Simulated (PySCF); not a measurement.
C3H5Cl.
Numbering: `[Cl:1][CH:2]1[CH2:3][CH2:4]1`

NICS = −σ at a ghost point: NICS(0) at the centroid of the ring atoms, NICS(1) 1 Å to either side along the normal of their mean plane, zz for the tensor component along that normal. Level: GIAO PBE0/pcSseg-1 (PySCF, non-relativistic, gas phase) on the GFN2-xTB geometry, one conformer.

Ring bond lengths (Å), with Mayer bond orders in brackets: C2–C3 1.493 (0.94), C3–C4 1.501 (0.97), C4–C2 1.494 (0.94).

Question: What do the NICS probes read (ppm)?

Answer: 
| ring | type | NICS(0) | NICS(1), two faces | NICS(1)zz, two faces | rms pucker (Å) | centre to ring atoms, mean (Å) |
| --- | --- | --- | --- | --- | --- | --- |
| C2–C3–C4 | 3-membered carbocycle; formal bonds all single | -42.0 | -9.2 / -7.7 | -24.3 / -18.4 | 0.00 | 0.86 |

Question: What do they say, and how far can they be read as aromaticity?

Answer: 
- C2–C3–C4: mean NICS(1)zz -21.4 ppm, shielded. C2, C3, C4 have four or more neighbours, and the NICS criterion for π rings isn't applied. The two faces differ by 5.9 ppm, so no symmetry operation interchanges them. NICS(0) lies 34 ppm below the mean NICS(1).

Question: At the second NICS(1) probe listed for ring C2–C3–C4, 1 Å off the ring, what do the in-plane components average?

Answer: The isotropic value is a third of the trace: (3 × -7.7 − (-18.4))/2 = -2.4 ppm.

Question: Give the inner angles of the rings and the Hirshfeld charges of the ring atoms.

Answer: 
- C2–C3–C4: C2 60.3° (-0.015 e), C3 59.8° (-0.090 e), C4 59.8° (-0.090 e); sum 180.0° against 180° for a flat convex ring.
